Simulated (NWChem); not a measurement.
# Atomisation of oxygen (O₂)

```xyz
2

O      0.0000     0.0000     0.6000
O      0.0000     0.0000    -0.6000
```
Charge 0, spin multiplicity 3.

Everything below was run with NWChem. All single points use one geometry, from UB3LYP/def2-SVP, a minimum by its harmonic frequencies.

Basis set: def2-TZVP. The atomisation energy is electronic alone: no zero-point, thermal, spin-orbit or counterpoise terms. No value is extrapolated to the basis-set limit. Free atoms are single determinants with multiplicities O 3. Correlated methods freeze the same cores in atoms and molecule, 2 orbitals in all.

B3LYP has NWChem's definition, with VWN1-RPA local correlation. The unpaired electrons of the parent sit in orbitals of symmetry b2g and b3g (D2h labels of the run); other states weren't searched. No SCF solution was tested for a lower state. Open-shell Hartree-Fock references start from PBE0 orbitals. Coupled-cluster values serve here as a point of comparison, not as the truth.

| method | atomisation energy (kcal/mol) |
|---|---|
| LDA (SVWN5) | 175.0 |
| HF | 33.4 |
| CCSD(T) | 113.9 |
| MP2 | 125.5 |
| PBE0 | 124.5 |
| BLYP | 135.4 |
| CAM-B3LYP | 124.5 |
| B3LYP | [?] |
| TPSS | 126.8 |
| PBE | [?] |

**Question.** Some entries are withheld; supply them.

**Answer.** 
- B3LYP, atomisation energy (kcal/mol): 123.7
- PBE, atomisation energy (kcal/mol): 143.7
